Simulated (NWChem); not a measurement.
**One shape, several levels: doublet NH+**

Aim: a comparison of 6 runs (UHF/STO-3G, UHF/3-21G, UB3LYP/6-31G*, UB2PLYP/aug-cc-pVTZ, UMP3/aug-cc-pVTZ) of doublet NH+. 

Program for the calculation: NWChem 7.3.0.

36 further runs of the same task are left out: 36 set aside as unsound or not needed.

## Step 1: Starting point

The species is NH+ (2 atoms), meant as a doublet with charge +1. SMILES of the parent species: `[NH]`. The bond length is the one measured for the parent species. That shape belongs to the parent species and isn't relaxed for this state.

Bond lengths: N1–H2 1.036 Å.

## Step 2: The energy at UHF/STO-3G (run 1)

Contents of job.xyz:

```xyz
2
HN hf
N      0.000000     0.000000     0.000000
H      0.000000     0.000000     1.036210
```

Contents of job.nw:

```
start job
title "HN hf"
memory stack 880 mb heap 220 mb global 1100 mb
charge 1

geometry noautosym nocenter noautoz
   load format xyz job.xyz
end

basis spherical bse
   * library STO-3G
end

scf
   doublet
   uhf
   thresh 1e-08
   maxiter 80
   print low
end

task scf
```

Command:

```bash
$ nwchem job.nw > job.out
```

Standard output:

```text
[...]
  functions       =     6
[...]
  wavefunction    = UHF
[...]
         Total SCF energy =    -53.826899009372
      One electron energy =    -76.359156829000
      Two electron energy =     18.957460488008
 Nuclear repulsion energy =      3.574797331620
                       Sz =      0.5000
                 Sz(Sz+1) =      0.7500
                      S^2 =      0.7525
[...]
```

Run time: 0.62 s. Hardware: 1 thread of Intel Xeon 6975P-C (Granite Rapids), shared host; peak memory 0.099 GiB.

## Step 3: The energy at UHF/3-21G (run 2)

Contents of hn.nw:

```
start hn
memory 2200 mb
charge 1

geometry noautosym nocenter noautoz
  N     0.000000    0.000000    0.000000
  H     0.000000    0.000000    1.036210
end

basis "ao basis" spherical bse
  N library 3-21G
  H library 3-21G
end

scf
  nopen 1
  uhf
  thresh 1e-08
  maxiter 80
end

task scf
```

Command:

```bash
$ nwchem hn.nw > hn.out
```

Standard output:

```text
[...]
  functions       =    11
[...]
  wavefunction    = UHF
[...]
         Total SCF energy =    -54.189686781721
      One electron energy =    -77.114680819387
      Two electron energy =     19.350196706046
 Nuclear repulsion energy =      3.574797331620
                       Sz =      0.5000
                 Sz(Sz+1) =      0.7500
                      S^2 =      0.7528
[...]
```

Wall time 0.64 s (1 thread of Intel Xeon 6975P-C (Granite Rapids), shared host); peak memory 0.097 GiB.

Runs 3 to 4 aren't shown in full; the table further down has their settings and results.

## Step 4: A single-point energy at UB2PLYP/aug-cc-pVTZ (run 5)

Contents of hn.xyz:

```xyz
2
HN B2PLYP
N      0.000000     0.000000     0.000000
H      0.000000     0.000000     1.036210
```

Contents of hn.nw:

```
start hn
title "HN B2PLYP"
memory 2200 mb
charge 1

geometry noautosym nocenter noautoz
load hn.xyz
end

basis spherical bse
* library aug-cc-pVTZ
end

dft
xc hfexch 0.53 becke88 0.47 lyp 0.73 mp2 0.27
dftmp2 semidirect
mult 2
grid xfine
convergence energy 1e-08
maxiter 100
mulliken
noprint "final vectors analysis"
end

mp2
freeze core 1
end

task dft energy
```

Command:

```bash
$ nwchem hn.nw > hn.out
```

Standard output:

```text
[...]
          Wavefunction type:  spin polarized.
          No. of atoms     :     2
          No. of electrons :     7
[...]
          Charge           :     1
          Spin multiplicity:     2
[...]
          AO basis - number of functions:    69
[...]
              XC Information
              --------------
                     Hartree-Fock (Exact) Exchange  0.530
                    Becke 1988 Exchange Functional  0.470
              Lee-Yang-Parr Correlation Functional  0.730
[...]
 d= 0,ls=0.0,diis     1    -54.6352717497 -5.82D+01  2.11D-03  1.53D-01     0.8
[...]
 d= 0,ls=0.0,diis     8    -54.6670297752 -3.11D-09  4.94D-08  1.15D-11     6.0
[...]
         Total DFT energy =      -54.667029775234
      One electron energy =      -77.678151353146
           Coulomb energy =       26.166286839101
    Exchange-Corr. energy =       -6.729962592809
 Nuclear repulsion energy =        3.574797331620
[...]
      Total Density - Mulliken Population Analysis
     ---------------------------------------------
    Atom       Charge   Shell Charges
 -----------   ------   -------------------------------------------------------
    1 N    7     6.44   1.95  0.29  1.13  0.60  0.02  0.78  1.23  0.41 -0.00  0.00  0.01  0.00  0.00  0.00
    2 H    1     0.56   0.24  0.34 -0.06 -0.00  0.01  0.03 -0.01  0.00  0.01
[...]
      <S2> =      0.7537 (Exact =     0.7500)
[...]
  Basis functions       =     69
[...]
```

It took 7.5 s on 1 thread of Intel Xeon 6975P-C (Granite Rapids), shared host; peak memory 0.12 GiB.

## Step 5: The energy at UMP3/aug-cc-pVTZ (run 6)

Contents of struct.xyz:

```xyz
2
HN energy
N      0.000000     0.000000     0.000000
H      0.000000     0.000000     1.036210
```

Contents of struct.nw:

```
start struct
title "HN energy"
memory 2200 mb
charge 1
geometry units angstroms noautosym nocenter noautoz
 load format xyz struct.xyz
end
basis spherical bse
 * library aug-cc-pVTZ
end
scf
 nopen 1
 uhf
 thresh 1e-08
 maxiter 80
end
tce
 scf
 mbpt3
 freeze core 1
 maxiter 60
end
task tce energy
```

Command:

```bash
$ nwchem struct.nw > struct.out
```

Standard output:

```text
[...]
  functions       =    69
[...]
  wavefunction    = UHF
[...]
         Total SCF energy =    -54.510230752923
      One electron energy =    -77.642832610575
      Two electron energy =     19.557804526032
 Nuclear repulsion energy =      3.574797331620
                       Sz =      0.5000
                 Sz(Sz+1) =      0.7500
                      S^2 =      0.7567
[...]
         Wavefunction type : Unrestricted Hartree-Fock
          No. of electrons :     7
[...]
         Spin multiplicity : doublet
[...]
```

Run time: 10 s. Hardware: 1 thread of Intel Xeon 6975P-C (Granite Rapids), shared host; peak memory 0.77 GiB.

## Step 6: Overview of the runs

| run | level | iteration cap | module | energy (Eh) | ⟨S²⟩ | wall time |
| --- | --- | --- | --- | --- | --- | --- |
| 1 | UHF/STO-3G | 80 | scf | -53.826899 | 0.752 | 0.62 s |
| 2 | UHF/3-21G | 80 | scf | -54.189687 | 0.753 | 0.64 s |
| 3 | UB3LYP/6-31G* (spherical functions) | 100 | dft | -54.717851 | 0.752 | 1.6 s |
| 4 | UB3LYP/6-31G* (Cartesian functions) | 100 | dft | -54.719234 | 0.752 | 2 s |
| 5 | UB2PLYP/aug-cc-pVTZ | 100 | dft | -54.703591 | 0.754 | 7.5 s |
| 6 | UMP3/aug-cc-pVTZ | 80 | tce | -54.640831 | 0.757 | 10 s |

## Step 7: Results

```
                                                         quantity         value
                                              run 6: total energy  -54.64083 Eh
run 6: HOMO energy (Hartree–Fock orbitals) (highest over α and β)     -27.43 eV
 run 6: LUMO energy (Hartree–Fock orbitals) (lowest over α and β)     -11.18 eV
                run 6: correlation energy (1 core orbital frozen)    -130.6 mEh
                         run 6: ⟨S²⟩ of the reference determinant         0.757
```

In words: Totals of different functionals can't be ranked against each other. In run 1 the basis is minimal, so the values are rough. All runs together took 23 s, the longest 10 s.
